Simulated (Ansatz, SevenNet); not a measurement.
**Rock-salt LiH, elastic constant C11**

Reference value: 67.1 GPa (measured, temperature not stated, no zero-point or thermal correction; as tabulated in Oses et al. (2018), arXiv:1811.08464).

```csv
level (code),value (GPa),cell (Å³/atom)
SevenNet-l3i5,65.2,8.05
LDA (Ansatz),101,7.46
PBE (Ansatz),82.9,8.04
r²SCAN (Ansatz),83.4,8.03
Hartree–Fock (Ansatz),…,8.68
```

Task: What belongs in the gaps?

Result: 
- Hartree–Fock (Ansatz, a first-principles code), value (GPa): 63.8

Differences against the reference: SevenNet-l3i5 -2.8 %, LDA +51 %, PBE +24 %, r²SCAN +24 %, Hartree–Fock -4.9 %.

The reference's temperature isn't stated, so close values are not ranked against it. Off by more than 25 %, or 35 % on the side where a correction would as a rule narrow the miss (bounds picked here): LDA (+51 %).

The reference isn't brought to a static lattice, while the calculations are for one, so the differences are not the levels' errors alone. A static lattice is as a rule stiffer than a warm one, by over a tenth in soft solids.  Each level is taken at its own relaxed cell. Cutoffs differ between the levels. Ansatz's density-functional and Hartree–Fock values are scalar-relativistic unless marked +SOC, with PAW data made under PBE.

Machine-learned potentials (SevenNet-l3i5) are trained on DFT data: a solid inside that data is no test of them.

Differences are worked out from the printed values.
